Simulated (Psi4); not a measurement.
# C2H4B− (SMILES [BH3-]C#C) at SCS-MP2/cc-pVDZ-F12

What is the energy change on altering one bond length of C2H4B− at SCS-MP2/cc-pVDZ-F12? 

The calculation is run with Psi4 1.11.

4 further runs of the same task are left out: 2 that didn't finish, 2 set aside as unsound or not needed.

## 1. Starting point

C2H4B− has 7 atoms, charge -1, and is taken as a singlet. SMILES: `[BH3-]C#C`. The shape is that of a GFN2-xTB optimisation.

Bond lengths: B1–C2 1.574 Å, C2–C3 1.205 Å, B1–H4 1.231 Å, B1–H5 1.231 Å, B1–H6 1.231 Å, C3–H7 1.061 Å. Angles: B1–C2–C3 179.6°, C2–B1–H4 109.5°, C2–B1–H5 109.5°, C2–B1–H6 109.4°, C2–C3–H7 179.9°, H4–B1–H5 109.4°, H4–B1–H6 109.5°, H5–B1–H6 109.5°.

## 2. The energy at SCS-MP2/cc-pVDZ-F12

The input, calc.dat:

```
memory 1600 mb

molecule geom {
  -1 1
  B     -0.762590     0.586710    -0.252460
  C      0.441630    -0.346170     0.145280
  C      1.367110    -1.053930     0.452870
  H     -1.743190    -0.103170    -0.531940
  H     -0.449000     1.267510    -1.228590
  H     -1.037060     1.326040     0.692310
  H      2.183100    -1.676990     0.722530
  symmetry c1
}

set {
  scf_type pk
  freeze_core true
  mp2_type df
}

e_tot = energy('scs-mp2/cc-pVDZ-F12')
```

On the command line:

```sh
$ psi4 -i calc.dat -o calc.out -n 1
```

calc.out:

```text
[...]
  Running in c1 symmetry.
[...]
  Nuclear repulsion =   51.234109945090509
[...]
  Multiplicity = 1
[...]
  Nalpha       = 11
  Nbeta        = 11
[...]
    Number of basis functions: 126
[...]
   @RHF iter   1:  -102.56562839214418   -1.09482e+00   3.81248e-03 ADIIS/DIIS
[...]
   @RHF iter  10:  -102.72156360037647   -6.23857e-11   5.68160e-09 DIIS
[...]
    Orbital Energies [Eh]
    ---------------------
    Doubly Occupied:
       1A    -11.023433     2A    -11.012353     3A     -7.322708
       4A     -0.819142     5A     -0.562527     6A     -0.493922
       7A     -0.298242     8A     -0.254139     9A     -0.254023
      10A     -0.168991    11A     -0.168982
[...]
  @RHF Final Energy:  -102.72156360037647
   => Energetics <=
    Nuclear Repulsion Energy =             51.2341099450905091
    One-Electron Energy =                -243.1544202362878195
    Two-Electron Energy =                  89.1987466908208546
    Total Energy =                       -102.7215636003764700
[...]
 Multipole Moments:
 ------------------------------------------------------------------------------------
     Multipole            Electronic (a.u.)      Nuclear  (a.u.)        Total (a.u.)
 ------------------------------------------------------------------------------------
 L = 1.  Multiply by 2.5417464519 to convert [e a0] to [Debye]
 Dipole X            :          2.4557310           -1.1312279            1.3245031
 Dipole Y            :         -1.9039553            0.8850202           -1.0189351
 Dipole Z            :          0.8112540           -0.3733886            0.4378654
 Magnitude           :                                                    1.7275020
[...]
	SCS-MP2 Total Energy (a.u.)        :  -103.14372072580041
	SOS-MP2 Total Energy (a.u.)        :  -103.11167549513716
	SCSN-MP2 Total Energy (a.u.)       :  -102.89076241827834
[...]
	SOS-PI-MP2 Total Energy (a.u.)     :  -103.17669414426395
[...]
	MP2 Total Energy (a.u.)            :  -103.14279253800009
[...]
```

Wall time 13 s (1 thread of Intel Xeon 6975P-C (Granite Rapids), shared host); peak memory 0.97 GiB.

## 3. The distorted shape, same level

The input, input.json:

```json
{
 "schema_name": "qcschema_input",
 "schema_version": 1,
 "molecule": {
  "schema_name": "qcschema_molecule",
  "schema_version": 2,
  "symbols": ["B", "C", "C", "H", "H", "H", "H"],
  "geometry": [-1.85589814, 0.20816845, 0.81413181, 0.41974786, -1.55471926, 1.56575148, 2.16865159, -2.89219182, 2.14701234, -3.70896358, -1.09551581, 0.28599115, -0.84848703, 2.39524676, -2.32169862, -2.37457127, 1.60529967, 2.59948836, 3.71064921, -4.06960458, 2.65659588],
  "molecular_charge": -1,
  "molecular_multiplicity": 1,
  "fix_symmetry": "c1"
 },
 "driver": "energy",
 "model": {
  "method": "scs-mp2",
  "basis": "cc-pVDZ-F12"
 },
 "keywords": {
  "reference": "rhf",
  "scf_type": "pk",
  "freeze_core": true,
  "mp2_type": "df"
 }
}
```

On the command line:

```sh
$ psi4 --qcschema input.json -n 1 --memory 1600MB
```

stdout:

```text
[...]
  Running in c1 symmetry.
[...]
  Nuclear repulsion =   49.725848854502139
[...]
  Multiplicity = 1
[...]
  Nalpha       = 11
  Nbeta        = 11
[...]
    Number of basis functions: 126
[...]
   @RHF iter   1:  -102.45476186967745   -1.19285e+00   3.90202e-03 ADIIS/DIIS
[...]
   @RHF iter  13:  -102.64859062323417   -2.30216e-12   2.53033e-09 DIIS
[...]
    Orbital Energies [Eh]
    ---------------------
    Doubly Occupied:
       1A    -11.052095     2A    -11.045956     3A     -7.422517
       4A     -0.847789     5A     -0.589493     6A     -0.516509
       7A     -0.333152     8A     -0.295907     9A     -0.236263
      10A     -0.202624    11A     -0.125246
[...]
  @RHF Final Energy:  -102.64859062323417
   => Energetics <=
    Nuclear Repulsion Energy =             49.7258488545021393
    One-Electron Energy =                -239.4137750888625362
    Two-Electron Energy =                  87.0393356111262193
    Total Energy =                       -102.6485906232341705
[...]
 Multipole Moments:
 ------------------------------------------------------------------------------------
     Multipole            Electronic (a.u.)      Nuclear  (a.u.)        Total (a.u.)
 ------------------------------------------------------------------------------------
 L = 1.  Multiply by 2.5417464519 to convert [e a0] to [Debye]
 Dipole X            :          2.1097384           -0.9412899            1.1684484
 Dipole Y            :         -3.3511654            1.2973737           -2.0537916
 Dipole Z            :          2.7031790           -0.9646210            1.7385580
 Magnitude           :                                                    2.9335841
[...]
	SCS-MP2 Total Energy (a.u.)        :  -103.06864573903306
	SOS-MP2 Total Energy (a.u.)        :  -103.03784898472176
	SCSN-MP2 Total Energy (a.u.)       :  -102.81119748599779
[...]
	SOS-PI-MP2 Total Energy (a.u.)     :  -103.10272537830303
[...]
	MP2 Total Energy (a.u.)            :  -103.06536285407438
[...]
```

The result, in JSON:

```text
{
 "driver": "energy",
 "model": {
  "method": "scs-mp2",
  "basis": "cc-pVDZ-F12"
 },
 "success": true,
 "return_result": -103.06864573903306,
 "properties": {
  "calcinfo_nbasis": 126,
  "calcinfo_nmo": 126,
  "calcinfo_nalpha": 11,
  "calcinfo_nbeta": 11,
  "calcinfo_natom": 7,
  "nuclear_repulsion_energy": 49.72584885450214,
  "return_energy": -103.06864573903306,
  "scf_one_electron_energy": -239.41377508886254,
  "scf_two_electron_energy": 87.03933561112622,
  "scf_dipole_moment": [1.1684484079216135, -2.053791645226174, 1.7385580235126499],
  "scf_total_energy": -102.64859062323417,
  "scf_iterations": 13,
  "mp2_same_spin_correlation_energy": -0.09239026293387664,
  "mp2_opposite_spin_correlation_energy": -0.32438196790633217,
  "mp2_singles_energy": 0.0,
  "mp2_doubles_energy": -0.4167722308402088,
  "mp2_correlation_energy": -0.4167722308402091,
  "mp2_total_energy": -103.06536285407438
 }
}
```

Wall time 15 s (1 thread of Intel Xeon 6975P-C (Granite Rapids), shared host); peak memory 0.97 GiB.

## 4. Results

At SCS-MP2/cc-pVDZ-F12, 3 core orbitals frozen:

| quantity | value |
| --- | --- |
| first shape: total energy | -103.14372 Eh |
| first shape: HOMO energy (Hartree–Fock orbitals) | -4.60 eV |
| first shape: LUMO energy (Hartree–Fock orbitals) | 4.15 eV |
| first shape: HOMO–LUMO gap (to an unbound level, set by the basis) | 8.75 eV |
| first shape: correlation energy (3 core orbitals frozen) | -422.2 mEh |
| distorted shape: total energy | -103.06865 Eh |
| distorted shape: HOMO energy (Hartree–Fock orbitals) | -3.41 eV |
| distorted shape: LUMO energy (Hartree–Fock orbitals) | 3.94 eV |
| distorted shape: HOMO–LUMO gap (to an unbound level, set by the basis) | 7.35 eV |
| distorted shape: correlation energy (3 core orbitals frozen) | -420.1 mEh |
| energy change with the B1–H5 bond stretched from 1.231 to 2.092 Å | 2.043 eV |

What this shows: With the B1–H5 bond stretched from 1.231 to 2.092 Å the energy rises by 2.04 eV (47 kcal/mol). The first shape isn't relaxed at this level, so the change isn't measured from a minimum.
